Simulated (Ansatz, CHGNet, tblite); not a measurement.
How well does each level of theory give the lattice parameter a of diamond-structure Si?

Reference value: 5.421 Å (measured, static lattice: zero-point anharmonic expansion removed; as tabulated in Mejia-Rodriguez and Trickey (2018), arXiv:1807.09216).

```json
[
 {"level (code)": "GFN1-xTB (tblite)", "value (Å)": "5.603", "error (%)": "+3.36"},
 {"level (code)": "CHGNet 0.3.0", "value (Å)": "5.461", "error (%)": "+0.74"},
 {"level (code)": "LDA (Ansatz)", "value (Å)": "5.402", "error (%)": "-0.35"},
 {"level (code)": "PBE (Ansatz)", "value (Å)": "5.470", "error (%)": "+0.90"},
 {"level (code)": "r²SCAN (Ansatz)", "value (Å)": "5.444", "error (%)": "+0.42"},
 {"level (code)": "Hartree–Fock (Ansatz)", "value (Å)": "5.506", "error (%)": "+1.57"}
]
```

Once the reference is moved by up to 0.11 % (a margin picked here for doubts on the reference and the settings) and values within 0.10 % count as equal, the nearest can be LDA (-0.35 %) or r²SCAN (+0.42 %). Among them GFN1-xTB (+3.36 %) misses by most. Within 2 %: CHGNet 0.3.0, LDA, PBE, r²SCAN, Hartree–Fock.

GFN1-xTB: the method was fitted mainly to molecules. GFN1-xTB: the run uses a supercell at the zone centre in place of a k mesh. Cutoffs and k meshes differ between the levels. Ansatz's density-functional and Hartree–Fock values are scalar-relativistic unless marked +SOC, with PAW data made under PBE.

Machine-learned potentials (CHGNet 0.3.0) are trained on DFT data: a solid inside that data is no test of them.

Differences are worked out from the printed values.

Ansatz is an electronic-structure program.
